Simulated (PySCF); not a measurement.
Gas-phase reaction: Al2H6 = 2 AlH + 4 H, at 1200 K and a standard pressure of 1 bar. Level: CCSD(T)/def2-TZVPP†.

Energies from PySCF, thermal terms from the rigid-rotor harmonic-oscillator model, ideal gas at 1 bar. † marks an energy on the PBE0/def2-TZVP geometry and frequencies. CCSD(T) freezes the core. Open shells (unrestricted): H (multiplicity 2); the rest are closed-shell singlets. Al2H6: computed as isolated molecules; such fragments, hydroxides, amides, oligomers or adducts are transient or little studied in the gas. CCSD(T) isn't extrapolated to the basis-set limit; its ΔH°(298 K) is 1203.5 kJ in def2-SVP and 1240.8 kJ in def2-TZVPP. The harmonic model lacks anharmonicity and excited electronic states, which grow with temperature; levels with a mode under 35 cm⁻¹ are left out.

| species | E (Ha) | H(1200 K) − E (kJ/mol) | S°(1200 K) (J/mol/K) |
|---|---|---|---|
| Al2H6 | -487.58072 | 249.8 | 447.8 |
| AlH | -242.54146 | 48.0 | 232.2 |
| H | -0.49981 | 24.9 | 143.7 |
E: electronic energy; H − E holds the zero-point and thermal terms. 1 Ha = 2625.5 kJ/mol.

Question: Work out ΔH°, ΔS°, ΔG° and log10 K from these numbers.

Answer: 1. ΔE = 2×(-242.54146) + 4×(-0.49981) − 1×(-487.58072) = 0.49856 Ha = 1309.0 kJ.
2. Δ(H − E) = 2×(48.0) + 4×(24.9) − 1×(249.8) = -54.2 kJ, so ΔH° = 1254.8 kJ.
3. ΔS° = 2×(232.2) + 4×(143.7) − 1×(447.8) = 591.4 J/K; the number of gas molecules changes by +5.
4. ΔG° = ΔH° − TΔS° = 1254.8 − 1200×(591.4)/1000 = 545.1 kJ.
5. log10 K = −ΔG°/(RT ln 10) = -23.73, with RT ln 10 = 22.97 kJ/mol; at standard pressures the reactants are favoured.
6. A shift of 10 kJ in ΔE would move log10 K by 0.44 here.
For scale, ΔH°(298 K) is 1241 kJ at this level, 1244 kJ at ωB97M-V/def2-TZVP†, and runs from 993 to 1359 kJ over the 19 levels computed.
